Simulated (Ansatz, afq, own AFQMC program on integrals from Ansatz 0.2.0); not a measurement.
# CrCH$_{3}$, sextet in def2-SVP, levels against CCSDT(Q)

```xyz
5

Cr   -0.4772    0.0036    0.0028
C     1.5741   -0.0119   -0.0094
H     1.9449   -1.0425   -0.0066
H     1.9618    0.5034    0.8759
H     1.9511    0.4948   -0.9043
```

Connectivity, by distances: Cr–CH3.

Basis def2-SVP. Noble-gas cores (and the filled d shells of Ga–Kr and In–Xe) are frozen. Ansatz 0.2.0 and our own AFQMC program on the same integrals; the CISD trial comes from CCSD amplitudes, and released means the phaseless constraint is let go. ± is one standard error of the sampling. The metal's outer-core s and p shells are frozen, which shifts wave-function levels against functionals.

Determinant: UHF, the one that the program's search chose, which needn't be the lowest solution. The geometry is a point of a scan.

No full CI on the walks' own integrals is used here; CCSDT(Q) serves as the reference and is uncertain by about the last step of the cluster series.

Cautions: no relativity below Rb; outer-core shells of the metal frozen; lower spins were not checked; higher spins were not checked; strong correlation (T1 0.051, weight of the determinant 0.84, largest double 0.04); unrestricted determinant slightly spin contaminated (⟨S²⟩ 8.81 against 8.75); the released energies are still falling, so no released level is given (meV from the phaseless value at times in 1/Eh: -13 ± 5 at 0.24, -14 ± 4 at 0.60, -22 ± 5 at 1.20, -29 ± 6 at 1.80, -36 ± 7 at 2.60), though the last usable value meets CCSDT(Q) within the noise.

```
T1 diagnostic                               : 0.0508
weight of the determinant in the CISD state : 0.842
⟨S²⟩ of the determinant                     : 8.806
size of the correlated space                : 13 electrons in 50 orbitals
```

```csv
level,correlation energy (eV)
MP2,-5.9696
CCSD,-6.8416
CCSD(T),-7.0531
```

Task: Estimate where phaseless AFQMC with the Hartree–Fock trial lies against CCSD(T) on the same integrals.

Result: 11.4 ± 2.4 kJ/mol above CCSD(T).

Reference: CCSDT(Q), correlation energy -7.098 eV.

```tsv
level	E − E(reference) (kJ/mol)	share of correlation (%)
CCSD(T)	4.4	99.36
CCSDT	1.3	99.82
ph-AFQMC/HF	15.8 ± 2.4	97.69
ph-AFQMC/CISD	3.2 ± 0.5	99.53
```

A walk keeps the symmetry of its determinant, which the program's search chose and which needn't be the lowest solution, so a lower state of the same spin and another symmetry isn't excluded.
